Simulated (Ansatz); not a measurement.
Zinc-blende BeSe was calculated with rVV10 (Ansatz, a first-principles code, PAW).

Settings: plane-wave cutoff 520 eV, 12×12×12 k mesh, Fermi–Dirac smearing 0.01 eV, scalar-relativistic PAW data made under PBE.

Properties against volume:

```json
[
 {"V (Å³/atom)": "16.490", "P (GPa)": "5.23", "direct gap at Γ (eV)": "4.528", "smallest gap on the k mesh (eV)": "2.561"},
 {"V (Å³/atom)": "16.841", "P (GPa)": "3.31", "direct gap at Γ (eV)": "4.363", "smallest gap on the k mesh (eV)": "2.599"},
 {"V (Å³/atom)": "17.191", "P (GPa)": "1.58", "direct gap at Γ (eV)": "4.204", "smallest gap on the k mesh (eV)": "2.635"},
 {"V (Å³/atom)": "17.542", "P (GPa)": "0.00", "direct gap at Γ (eV)": "4.051", "smallest gap on the k mesh (eV)": "2.668"},
 {"V (Å³/atom)": "17.893", "P (GPa)": "-1.42", "direct gap at Γ (eV)": "3.905", "smallest gap on the k mesh (eV)": "2.700"},
 {"V (Å³/atom)": "18.244", "P (GPa)": "-2.71", "direct gap at Γ (eV)": "3.763", "smallest gap on the k mesh (eV)": "2.729"},
 {"V (Å³/atom)": "18.595", "P (GPa)": "-3.88", "direct gap at Γ (eV)": "3.627", "smallest gap on the k mesh (eV)": "2.756"}
]
```

The fundamental gap (2.67 eV at the equilibrium volume, with added k points) lies elsewhere than Γ–Γ.

Spin–orbit coupling is not included.
